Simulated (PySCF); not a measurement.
# C3H4FN (SMILES NC1(F)C=C1) at 5 levels

Wanted: a comparison of 5 runs (TPSSh/def2-SVP, TPSSh/ma-def2-SVP, TPSSh/def2-SVPD, TPSSh/def2-TZVP, TPSSh/ma-def2-TZVP) of C3H4FN. The job is set up through a Python script.

The results are computed with PySCF 2.14.0.

### 1 Starting point

C3H4FN has 9 atoms, charge 0, and is taken as a singlet. SMILES: `NC1(F)C=C1`. Geometry: relaxed at PBE0-D4/def2-TZVP. This is one conformer, not always the lowest.

Bond lengths: N1–C2 1.410 Å, C2–F3 1.409 Å, C2–C4 1.457 Å, C2–C5 1.457 Å, C4–C5 1.300 Å, N1–H6 1.013 Å, N1–H7 1.013 Å, C4–H8 1.078 Å, C5–H9 1.078 Å. Some angles: N1–C2–F3 111.2°, N1–C2–C4 124.7°, N1–C2–C5 124.7°, F3–C2–C4 116.0°, F3–C2–C5 116.0°, C4–C2–C5 53.0°, C2–C4–C5 63.5°, C2–C5–C4 63.5°, C2–N1–H6 110.5°, C2–N1–H7 110.5°.

### 2 A single-point energy at TPSSh/def2-SVP (run 1)

The input, job.py:

```python
# NC1(F)C=C1
from pyscf import gto, dft

system = gto.Mole()
system.atom = [
    ('N', (-0.377300, 0.877100, -1.013000)),
    ('C', (0.137600, -0.161200, -0.210200)),
    ('F', (0.837000, -1.105900, -0.986500)),
    ('C', (-0.502200, -0.673000, 0.994600)),
    ('C', (0.596500, 0.002000, 1.163000)),
    ('H', (-1.009800, 0.505800, -1.711800)),
    ('H', (0.371800, 1.354900, -1.499700)),
    ('H', (-1.313600, -1.240900, 1.419200)),
    ('H', (1.348600, 0.394800, 1.827200)),
]
system.basis = 'def2-svp'
system.verbose = 4
system.max_memory = 1860
system.charge = 0
system.build()

calc0 = dft.RKS(system, xc='tpssh')
calc0.conv_tol = 1e-10
calc0.grids.level = 4
calc0.kernel()
if not calc0.converged:
    calc0 = calc0.newton().run(calc0.mo_coeff, calc0.mo_occ)

etot = calc0.e_tot
print('Final energy', etot)
```

Launch:

```bash
OMP_NUM_THREADS=1 python job.py
```

The log of the run:

```text
PySCF version 2.14.0

[... 76 lines left out ...]
converged SCF energy = -271.030978541874
Final energy -271.03097854187365
```

It took 45 s on 1 thread of Intel Xeon at 2.50GHz (Skylake/Cascade Lake), shared host; peak memory 0.49 GiB.

### 3 The energy at TPSSh/ma-def2-SVP (run 2)

The input, job.py:

```python
from pyscf import gto, dft

mol = gto.Mole()
mol.atom = '''
N       -0.377300       0.877100      -1.013000
C        0.137600      -0.161200      -0.210200
F        0.837000      -1.105900      -0.986500
C       -0.502200      -0.673000       0.994600
C        0.596500       0.002000       1.163000
H       -1.009800       0.505800      -1.711800
H        0.371800       1.354900      -1.499700
H       -1.313600      -1.240900       1.419200
H        1.348600       0.394800       1.827200
'''
mol.verbose = 4
mol.basis = 'ma-def2-svp'
mol.spin = 0
mol.max_memory = 1860
mol.build()

mf = dft.RKS(mol)
mf.xc = 'tpssh'
mf.conv_tol = 1e-10
mf.grids.level = 4
mf.kernel()
if not mf.converged:
    mf = mf.newton().run(mf.mo_coeff, mf.mo_occ)

energy = mf.e_tot
print('E(%s) = %.9f' % ('TPSSH', energy))
```

Launch:

```bash
OMP_NUM_THREADS=1 python job.py
```

The log of the run:

```text
PySCF version 2.14.0

[... 76 lines left out ...]
converged SCF energy = -271.033117582966
E(TPSSH) = -271.033117583
```

Run time: 46 s. Hardware: 1 thread of Intel Xeon at 2.50GHz (Skylake/Cascade Lake), shared host; peak memory 0.54 GiB.

Runs 3 to 4 aren't shown in full; the table further down has their settings and results.

### 4 The energy at TPSSh/ma-def2-TZVP (run 5)

The input, job.py:

```python
from pyscf import gto, dft

mol = gto.Mole()
mol.atom = '''
N     -0.712994     1.657479    -1.914293
C      0.260026    -0.304624    -0.397220
F      1.581701    -2.089848    -1.864215
C     -0.949020    -1.271786     1.879522
C      1.127222     0.003779     2.197751
H     -1.908245     0.955823    -3.234833
H      0.702600     2.560390    -2.834022
H     -2.482344    -2.344961     2.681899
H      2.548485     0.746064     3.452908
'''
mol.max_memory = 1860
mol.spin = 0
mol.basis = 'ma-def2-tzvp'
mol.unit = 'bohr'
mol.verbose = 3
mol.build()

mf = dft.RKS(mol)
mf.xc = 'tpssh'
mf.conv_tol = 1e-10
mf.grids.level = 4
mf.kernel()
if not mf.converged:
    mf = mf.newton().run(mf.mo_coeff, mf.mo_occ)

etot = mf.e_tot
print('E(%s) = %.9f' % ('TPSSH', etot))
```

Launch:

```bash
OMP_NUM_THREADS=1 python job.py
```

The log of the run:

```text
converged SCF energy = -271.345095177794
E(TPSSH) = -271.345095178
```

It took 2.1 min on 1 thread of Intel Xeon at 2.50GHz (Skylake/Cascade Lake), shared host; peak memory 1.8 GiB.

### 5 Overview of the runs

| run | level | energy (Eh) | dipole moment (D) | HOMO energy (eV) | LUMO energy (eV) | wall time |
| --- | --- | --- | --- | --- | --- | --- |
| 1 | TPSSh/def2-SVP | -271.030979 | 0.92 | -6.42 | -0.45 | 45 s |
| 2 | TPSSh/ma-def2-SVP | -271.033118 | 1.09 | -6.78 | -0.77 | 46 s |
| 3 | TPSSh/def2-SVPD | -271.053142 | 1.17 | -6.78 | -0.72 | 79 s |
| 4 | TPSSh/def2-TZVP | -271.343285 | 1.01 | -6.70 | -0.64 | 2 min |
| 5 | TPSSh/ma-def2-TZVP | -271.345095 | 1.08 | -6.77 | -0.75 | 2.1 min |

Convergence of the HOMO energy of singlet C3H4FN with the basis set, against the last point:

| basis set | from the last (eV) | wall time |
| --- | --- | --- |
| def2-SVP | +0.3512 | 45 s |
| ma-def2-SVP | -0.0159 | 46 s |
| def2-SVPD | -0.0090 | 79 s |
| def2-TZVP | +0.0732 | 2 min |
| ma-def2-TZVP | +0.0000 | 2.1 min |

Convergence of the total energy of singlet C3H4FN with the basis set, against the last point:

| basis set | from the last (mEh) | wall time |
| --- | --- | --- |
| def2-SVP | +314.117 | 45 s |
| ma-def2-SVP | +311.978 | 46 s |
| def2-SVPD | +291.953 | 79 s |
| def2-TZVP | +1.810 | 2 min |
| ma-def2-TZVP | +0.000 | 2.1 min |

### 6 What came out

| quantity | value |
| --- | --- |
| run 5: total energy | -271.34510 Eh |
| run 5: dipole moment | 1.08 D |
| run 5: HOMO energy | -6.77 eV |
| run 5: LUMO energy | -0.75 eV |
| run 5: HOMO–LUMO gap | 6.02 eV |

What this shows: For the HOMO energy of singlet C3H4FN to stay within 0.1 eV of the last point, ma-def2-SVP is the first point of the series from which all later ones do (46 s against 2.1 min). The dipole moment (its size) runs from 0.92 D (TPSSh/def2-SVP) to 1.17 D (TPSSh/def2-SVPD). The HOMO–LUMO gap runs from 5.97 eV (TPSSh/def2-SVP) to 6.06 eV (TPSSh/def2-SVPD). All runs together took 6.9 min, the longest 2.1 min.
